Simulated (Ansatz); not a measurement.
Basis-set extrapolation for B₂H₄, SMILES `BB` (PBE0-D4/def2-TZVP geometry, frozen core, Ansatz). Multiplicity 1, RHF reference.

```csv
,def2-TZVPP,def2-QZVPP
HF,-51.652115,-51.654885
MP2 correlation,-0.203723,-0.216657
CCSD(T) correlation,-0.245683,not run
```

Energies in hartree. Use E(X) = E(∞) + A·exp(−7.88·√X) for Hartree–Fock and E(X) = E(∞) + B·X^(−2.97) for correlation, with X = 3 and 4, and add CCSD(T) minus MP2 of the smaller set to the MP2 limit.

Problem. What is the CCSD(T) energy at the basis-set limit?

Solution. HF limit: -51.654885 + (-0.002770) × 0.13774 = -51.65527. MP2 limit: -0.216657 + (-0.012934) × 0.74074 = -0.22624. Higher-order term: -0.245683 − (-0.203723) = -0.04196. Total: -51.92347 hartree, 67.4 kJ/mol below CCSD(T)/def2-TZVPP.
